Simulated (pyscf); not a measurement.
Thermochemistry of product channels of HS–GaH₂ (SMILES [SH][GaH2]) + HCl (SMILES Cl) on the singlet surface, in eV, from ωB97M-D3(BJ)/def2-TZVP energies (ideal gas, 1 atm, RRHO with modes under 100 cm⁻¹ raised to 100, one conformer, R ln 2 for chiral ones without a mode under 150 cm⁻¹). Single points on ωB97X-D3(BJ)/def2-SVP structures (PySCF, gas phase).

| products | ΔE | ΔH(298 K) | ΔG(298 K) | ΔG(1200 K) |
|---|---|---|---|---|
| H₂S (SMILES S) + Cl–GaH₂ (SMILES [Cl][GaH2]) | -0.31 | -0.31 | -0.33 | -0.34 |
| HS–GaH–Cl (SMILES [SH][GaH][Cl]) + H₂ (SMILES [H][H]) | -1.05 | -1.08 | -1.02 | -0.90 |

These are energies of the channels, which say nothing of barriers. Elements up to Kr have no core potential and no relativistic terms here.
